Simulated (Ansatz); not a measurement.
This geometry of CH$_{4}$SSi (7 atoms, charge 0, multiplicity 1) is a first-order saddle point.

Theory: Ansatz, RKS PBE0/def2-SVP.

```xyz
7
Properties=species:S:1:pos:R:3
Si -0.992 0.214 -0.567
C 0.124 -0.037 0.716
S 1.853 0.353 0.657
H -0.582 0.692 -1.911
H -2.418 -0.181 -0.427
H -0.250 -0.392 1.685
H 2.265 -0.649 -0.153
```

Problem. Which two structures does it join? (They come from a converged band through this point; their orientation in space is the band's.)

Solution. No bond is made or broken. The dihedral Si1–C2–S3–H7 goes from -140 to 1°.

First end point:

```xyz
7
Properties=species:S:1:pos:R:3
Si -1.085 0.152 -0.669
C 0.186 -0.083 0.474
S 1.854 0.394 0.224
H -0.851 0.765 -1.999
H -2.498 -0.039 -0.259
H -0.063 -0.501 1.457
H 2.456 -0.688 0.772
```

Last end point:

```xyz
7
Properties=species:S:1:pos:R:3
Si -0.947 0.147 -0.580
C 0.124 -0.193 0.730
S 1.862 -0.231 0.864
H -0.455 0.506 -1.933
H -2.412 0.102 -0.366
H -0.340 -0.447 1.691
H 2.168 0.116 -0.406
```

Problem. How far does it lie above each of them?

Solution. 0.086 eV above the first and 0.110 eV above the second. This is the barrier of this one path; another mechanism may lie lower.

Time of the run: 89 s on 1 thread of Arm Neoverse V1, with other jobs on the host, peak memory 0.13 GiB.
